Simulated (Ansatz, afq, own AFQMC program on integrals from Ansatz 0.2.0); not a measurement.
Two steps: Ansatz 0.2.0 writes the Fock matrix and Cholesky factors of the valence space, and afq projects on them the lowest state that overlaps trial and start.

```yaml
crystal:
  periodic: [false, false, false]
  atoms:
    - {symbol: Si, position_ang: [0.000001, 0.000000, -0.088906]}
    - {symbol: H, position_ang: [1.443513, -0.000215, 0.825775]}
    - {symbol: H, position_ang: [-0.721582, 1.250226, 0.825767]}
    - {symbol: H, position_ang: [-0.721948, -1.250022, 0.825754]}
basis:
  gaussian: {orbitals: "6-31++G**"}
total_charge: -1
magnetization: {spin_polarized: false}
correlation: {method: ccsd_t, electrons: outside_noble_gas, hamiltonian_folder: ham}
```

```sh
$ ansatz run in.yaml --threads 1 --pin off --events-out ev --progress --plain --max-ram 1382MiB
```

afq runs on the folder ham with

```
--method phaseless --trial cisd --walkers 70 --populations 1 --least-time 40 --time-step 0.005 --steps-per-block 50 --equilibration-blocks 28 --max-blocks 300 --target-error 0.00034 --factor-cut 1e-05 --seed 8381 --release-times 0.24,0.51,0.99,1.62,2.4 --release-step 0.03 --release-every 4 --taylor-order 6
```

Times are imaginary, in 1/Eh. The walk had a cap of 482 s.

Log:

```
orbitals 36  electrons 4 4  factors 270 of 363
reference energy -290.60107868 Eh
CCSD correlation -0.13597168 Eh in 10 cycles, weight of the determinant in the CISD state 0.9053
energy of the start -290.737050 Eh
 block  time / (1/Eh)  mean weight  energy / Eh
     1     0.250  1.0008  -290.735987
     2     0.500  0.9998  -290.736694
     3     0.750  0.9997  -290.736959
     4     1.000  0.9982  -290.737781
     5     1.250  0.9997  -290.738417
    10     2.500  1.0012  -290.740547
    29     7.250  1.0010  -290.741012
    49    12.250  0.9989  -290.741142
    69    17.250  1.0001  -290.739010
    89    22.250  1.0009  -290.746153
   109    27.250  1.0019  -290.738418
   129    32.250  1.0011  -290.739819
   149    37.250  0.9985  -290.740962
   169    42.250  0.9980  -290.740345
   173    43.250  0.9995  -290.737681
   185    46.250  1.0005  -290.740402
blocks merged  error / Eh  count
     1  0.000123  160
     2  0.000155  80
     4  0.000190  40
     8  0.000225  20
    16  0.000219  10
released: time / (1/Eh)  energy / Eh  error  mean overlap
  0.24  -290.740895  0.000219  1.0069
  0.51  -290.740850  0.000219  1.0136
  0.99  -290.741119  0.000209  1.0116
  1.62  -290.741162  0.000257  1.0070
  2.40  -290.741535  0.000236  0.9741
energy -290.741047 +/- 0.000225 Eh
(rows thinned)
```

The run passed its tests (sampling time, drift between the halves within three errors, error under three times the target), which doesn't prove that it has relaxed.

Against this walk (error 6.1 meV) on the same determinant: CCSD(T) 15.9 meV higher, CCSDT(Q) 6.9 meV lower (within the noise). The error is statistical and leaves out the bias of the constraint. The released energies are still falling (meV from the phaseless value at times in 1/Eh: 4 ± 6 at 0.24, 5 ± 6 at 0.51, -2 ± 6 at 0.99, -3 ± 7 at 1.62, -13 ± 6 at 2.40), so they give no level.

Cautions: constraint bias not in the error.

The walk took 82 s on 1 thread of Arm Neoverse V2, on a shared host. The log's last line is the phaseless energy.

CCSDT and higher add their correlation energy to the determinant of the CCSD(T) run, since their own runs factorise the integrals more tightly (a shift of under 2 meV). A walk keeps the symmetry of its determinant, which the program's search chose and which needn't be the lowest solution, so a lower state of the same spin and another symmetry isn't excluded.
